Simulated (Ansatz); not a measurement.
**CHBSi (quintet): the correlation ladder, def2-TZVPP**

An exercise on one series of results from a longer session: the logs are not shown, and one member is left open.

Computed with Ansatz 0.2.0, Gaussian basis. Level: def2-TZVPP, core rule «outside noble gas», up to 7 orbitals frozen.

To be run: UHF; ROHF; CCSD(T) on UHF.

2 further runs of the same task are left out: 2 set aside as unsound or not needed.

### What is computed

The geometry is a PBE0/def2-TZVP stationary point (not a proven minimum) of the parent state, kept for this charge and spin.

4 atoms, charge 0, spin multiplicity 5.

Atoms are counted from 1 here; the program's logs count them from 0.

Bond lengths: B1–Si2 1.863 Å, Si2–C3 1.679 Å, C3–H4 1.082 Å. Angles: B1–Si2–C3 143.8°, Si2–C3–H4 141.9°.

The first run:

The input, in.yaml:

```yaml
crystal:
  periodic: [false, false, false]
  atoms:
    - {symbol: B, position_ang: [0.000000, -0.307706, 1.826587]}
    - {symbol: Si, position_ang: [0.000000, 0.244910, 0.047705]}
    - {symbol: C, position_ang: [0.000000, -0.300317, -1.540627]}
    - {symbol: H, position_ang: [0.000000, 0.054790, -2.562688]}
basis:
  gaussian: {orbitals: def2-TZVPP}
magnetization: {spin_polarized: true, initial_magnetization: 4}
hamiltonian: {xc: hf}
output: {orbitals: {seedname: orbitals}}
```

Command:

```sh
$ ansatz run in.yaml --threads 1 --pin off --events-out ev --progress --plain --max-ram 4096MiB --backend cpu
```

Steps of the session up to this table: UHF; ROHF; CCSD(T) on UHF.

One table of the session follows, with a row left open; its other results are not shown here.

It belongs to the step «Misses and costs». 

```
  method  from UCCSD(T) (kcal/mol)
    ROHF                   +209.54
     UHF                         ?
    UMP2                    +40.45
   UCCSD                    +10.24
UCCSD(T)                         0
```

Estimate the missing values for UHF.

**Answer.** from UCCSD(T) (kcal/mol): +192.66. In the column «from UCCSD(T) (kcal/mol)» it lies between UMP2 (+40.45) and ROHF (+209.54).
